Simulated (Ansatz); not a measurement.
The first iterations of a band of CH6Si (8 atoms, charge 0, multiplicity 1).

Level of theory: RKS PBE-D4/def2-SVP in Ansatz 0.2.0.

```
movable images  : 5
climbing image  : yes
spring          : 5.0 eV/Å²
optimiser       : quadratic models (default)
start path      : straight line
force threshold : 0.05 eV/Å
iteration limit : 60
end points      : relaxed
```

Initial state:

```xyz
8
Properties=species:S:1:pos:R:3
Si 0.380 0.011 0.046
C 0.873 -0.013 1.871
H -0.019 -0.127 2.519
H 1.562 -0.855 2.081
H 1.385 0.930 2.152
H 1.594 0.165 -0.833
H -0.555 1.157 -0.240
H -0.316 -1.269 -0.336
```

Final state:

```xyz
8
Properties=species:S:1:pos:R:3
Si -0.303 -0.022 -0.675
C 1.416 0.038 1.549
H 0.441 -0.134 2.033
H 2.114 -0.787 1.778
H 1.830 1.018 1.847
H 1.353 0.062 0.411
H -1.039 1.022 0.194
H -0.910 -1.197 0.125
```

| iteration | highest image above the first end (eV) | largest band force component (eV/Å) |
| --- | --- | --- |
| 1 | 3.154 | 7.350 |
| 2 | 2.822 | 2.741 |

Task: Does the band converge within its limit, and where does its top end?

Result: The run converged. It ended after 8 iterations with the highest image 2.787 eV above the first end. Neighbouring images differ by up to 1.3 eV, so the band resolves the path poorly. The order of the stationary point at the top wasn't checked. The orbitals stay closed-shell, which can raise the energy where a bond breaks towards radicals; this wasn't checked here.

Time of the run: 55 s on 1 thread of Arm Neoverse V1, with other jobs on the host, peak memory 0.1 GiB.
